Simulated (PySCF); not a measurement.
# Substituent chemical shifts

Parent skeleton `[CH2:1]=[CH:2][C:3]#[N:4]`; one hydrogen on atom 1 is replaced by X. Hydrogens on one atom are averaged.

[PySCF 2.14.0 with density-fitted response routines: GFN2-xTB geometry; shieldings: GIAO PBE0/pcSseg-1; one computed conformer; no relativistic terms; one averaged value for each set of equivalent atoms; no solvent model]

Referencing at the same level of theory: 13C and 1H against TMS; 15N vs NH3.

Parent (X = H): C1 146.5, C2 115.7, C3 122.2, N4 321.2, H(C1) 6.47, H(C2) 5.77 ppm. Effects are Δδ = δ(X) − δ(H), positive for deshielding.

(1) Give Δδ (ppm) for X = allyl, NHCOCH3, COCH3.

(2) Which position responds most, and to which substituents?

Results:

(1) 
```tsv
X	SMILES	C1	C2	C3	N4	H(C1)	H(C2)
allyl	C=CC/C=C\C#N	+17.2	-10.0	-1.5	+5.5	+0.08	-0.39
NHCOCH3	CC(=O)N/C=C/C#N	+2.0	-35.1	-0.5	-2.5	+1.39	-1.20
COCH3	CC(=O)/C=C/C#N	+3.2	+4.0	+0.4	+16.9	+0.45	+0.83
```

(2) C2: from -35.1 ppm with NHCOCH3 to +4.0 ppm with COCH3.

Experimental scales use liquid or dissolved standards, which lie at an offset from isolated NH3 (liquid NH3: subtract about 20 ppm). Unscaled 15N shifts of sp2 nitrogen come out 20 to 40 ppm too high even then.
